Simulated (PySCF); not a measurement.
Basis-set dependence of population analyses: `C/C=C/F`

Species: C₃H₅F.
Cartesian coordinates in Å at the PBE0-D3(BJ)/def2-SVP level; atoms count from 1:
```
atom  x, y, z in Å
C1    -1.071   -0.094    0.445
C2     0.239    0.479    0.017
C3     1.195   -0.224   -0.581
F4     2.357    0.313   -0.949
H5    -1.149   -1.164    0.199
H6    -1.220    0.014    1.532
H7    -1.913    0.425   -0.043
H8     0.435    1.540    0.204
H9     1.127   -1.290   -0.825
```

PBE0 throughout (PySCF), one geometry, spherical d and f functions. Geometry: PBE0-D3(BJ)/def2-SVP; no solvent, vibrations or thermal averaging. Atoms taken as equivalent share a column and are averaged.

Mulliken charges (e):

| basis | functions | C1 | C2 | C3 | F4 | H5/H6/H7 | H8 | H9 |
| --- | --- | --- | --- | --- | --- | --- | --- | --- |
| pcSseg-0 | 46 | -0.690 | -0.332 | +0.167 | -0.355 | +0.246 | +0.244 | +0.228 |
| cc-pVDZ | 81 | -0.049 | -0.168 | +0.174 | -0.176 | +0.056 | +0.031 | +0.021 |
| aug-cc-pVDZ | 137 | +0.257 | +0.581 | +0.726 | -0.469 | -0.091 | -0.487 | -0.334 |
| IGLO-III | 190 | -0.365 | -0.068 | +0.128 | -0.238 | +0.121 | +0.102 | +0.076 |
| cc-pVTZ | 190 | -0.268 | -0.168 | +0.094 | -0.169 | +0.100 | +0.125 | +0.085 |

IAO charges (e):

| basis | functions | C1 | C2 | C3 | F4 | H5/H6/H7 | H8 | H9 |
| --- | --- | --- | --- | --- | --- | --- | --- | --- |
| pcSseg-0 | 46 | -0.427 | -0.202 | +0.109 | -0.239 | +0.153 | +0.158 | +0.143 |
| cc-pVDZ | 81 | -0.410 | -0.198 | +0.134 | -0.259 | +0.147 | +0.154 | +0.139 |
| aug-cc-pVDZ | 137 | -0.419 | -0.196 | +0.132 | -0.275 | +0.151 | +0.159 | +0.146 |
| IGLO-III | 190 | -0.423 | -0.198 | +0.134 | -0.276 | +0.152 | +0.160 | +0.146 |
| cc-pVTZ | 190 | -0.423 | -0.200 | +0.137 | -0.272 | +0.152 | +0.158 | +0.144 |

Some averages cover members that differ in this geometry, most widely: H5/H6/H7, Mulliken in aug-cc-pVDZ -0.206 to -0.033 e.

Problem. Which scheme is steadiest as the basis changes?

Solution. Largest range over the bases for any column: IAO 0.04 e, Mulliken 0.95 e. IAO charges move least and Mulliken charges most, counted in e.

Problem. What do the same runs give for the total energy, the frontier levels and the dipole moment?

Solution. 
```json
{"basis": "pcSseg-0", "energy (Eh)": "-216.4049", "HOMO (eV)": "-7.23", "LUMO (eV)": "0.70", "μ (D)": "1.86"}
{"basis": "cc-pVDZ", "energy (Eh)": "-216.9100", "HOMO (eV)": "-6.98", "LUMO (eV)": "0.87", "μ (D)": "1.51"}
{"basis": "aug-cc-pVDZ", "energy (Eh)": "-216.9263", "HOMO (eV)": "-7.18", "LUMO (eV)": "0.03", "μ (D)": "1.69"}
{"basis": "IGLO-III", "energy (Eh)": "-216.9928", "HOMO (eV)": "-7.19", "LUMO (eV)": "0.42", "μ (D)": "1.69"}
{"basis": "cc-pVTZ", "energy (Eh)": "-216.9794", "HOMO (eV)": "-7.12", "LUMO (eV)": "0.62", "μ (D)": "1.59"}
```

The dipole is fixed by the density alone, so its range of 0.35 D shows that the density itself changes with the basis, not only its division among atoms.
